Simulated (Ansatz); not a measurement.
**CHAlN (quartet): from Hartree-Fock to the top rungs, def2-QZVPP**

An exercise on one series of results from a longer session: the logs are not shown, and one member is left open.

The runs use Ansatz 0.2.0, Gaussian basis; def2-QZVPP, core rule «outside noble gas», up to 7 orbitals frozen.

To be run: UHF; ROHF; CCSD(T) on UHF.

2 further runs of the same task are left out: 2 set aside as unsound or not needed. Runs told in other sessions of the task aren't counted.

## What is computed

The geometry is a PBE0/def2-TZVP stationary point (not a proven minimum) of the parent state, kept for this charge and spin.

4 atoms, charge 0, spin multiplicity 4.

Atoms are counted from 1 here; the program's logs count them from 0.

Bond lengths: Al1–N2 1.833 Å, N2–C3 1.207 Å, C3–H4 1.103 Å. Angles: Al1–N2–C3 173.8°, N2–C3–H4 130.3°.

The first run:

Contents of in.yaml:

```yaml
crystal:
  periodic: [false, false, false]
  atoms:
    - {symbol: Al, position_ang: [-0.000006, -0.113958, 2.175529]}
    - {symbol: N, position_ang: [0.000059, -0.123062, 0.342317]}
    - {symbol: C, position_ang: [-0.000023, -0.259290, -0.857208]}
    - {symbol: H, position_ang: [-0.000030, 0.496310, -1.660638]}
basis:
  gaussian: {orbitals: "def2-QZVPP.json"}
magnetization: {spin_polarized: true, initial_magnetization: 3}
hamiltonian: {xc: hf}
output: {orbitals: {seedname: orbitals}}
```

Command:

```console
$ ansatz run in.yaml --threads 1 --pin off --events-out ev --progress --plain --max-ram 2393MiB
```

Among the steps run: UHF; ROHF; CCSD(T) on UHF.

One table of the session follows, with a row left open; its other results are not shown here.

| method | from UCCSD(T) (meV) |
| --- | --- |
| ROHF | +11708.0 |
| UHF | ? |
| UMP2 | +1077.3 |
| UCCSD | +624.1 |
| UCCSD(T) | 0 |

Estimate the missing values for UHF.

**Answer.** from UCCSD(T) (meV): +11480.9. In the column «from UCCSD(T) (meV)» it lies between UMP2 (+1077.3) and ROHF (+11708.0).
